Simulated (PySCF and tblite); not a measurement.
The numbers below are computed, except where a source is named.
C4H10O, numbered as in [CH3:1][CH2:2][CH2:3][O:4][CH3:5].

Level: PBE0-D3(BJ)/def2-TZVP//GFN2-xTB, thermal terms from GFN2-xTB, symmetry numbers and mirror pairs counted. Conformers within 4 kcal/mol (GFN2-xTB free energy) were kept, 7 at most. GIAO shieldings: PBE0/pcSseg-1. Shifts are against TMS (¹H), TMS (¹³C) at the same level. (PySCF 2.14, tblite 0.8.)

Torsions listed: C1–C2–C3–O4, C2–C3–O4–C5. Of a mirror pair one member is shown.

```
conformer       shape   symmetry  E(GFN2) kcal/mol  E(DFT) kcal/mol
        1  66°, -179°  C1 (pair)              0.18             0.00
        2  180°, 180°         Cs              0.07             0.10
        3  -60°, -73°  C1 (pair)              0.13             1.16
        4   173°, 72°  C1 (pair)              0.00             1.38
        5  -101°, 70°  C1 (pair)              1.56             3.68
```

**Question.** How much do the weights at 298.15 K and the averaged shift of C1 depend on how the conformers are weighted?

**Answer.** 
```tsv
weighting	1 (%)	2 (%)	3 (%)	4 (%)	5 (%)	δ (ppm)	rms dipole (D)
DFT energy with thermal terms, symmetry and mirror images (full scheme)	60	29	6	5	0	13.1	1.07
DFT energy with symmetry and mirror images	60	25	9	6	0	13.1	1.08
bare DFT energy	48	41	7	5	0	12.8	1.07
GFN2-xTB energy with symmetry and mirror images	24	15	26	33	2	12.4	1.18
GFN2-xTB free energy	28	19	21	30	2	12.5	1.17
leading conformer alone	100	0	0	0	0	14.0	1.06
equal weights	20	20	20	20	20	13.6	1.17
full scheme, search stopped after three starts	64	31	0	5	0	13.1	1.06
```

The largest departure from the full scheme, 0.9 ppm, comes with: leading conformer alone.
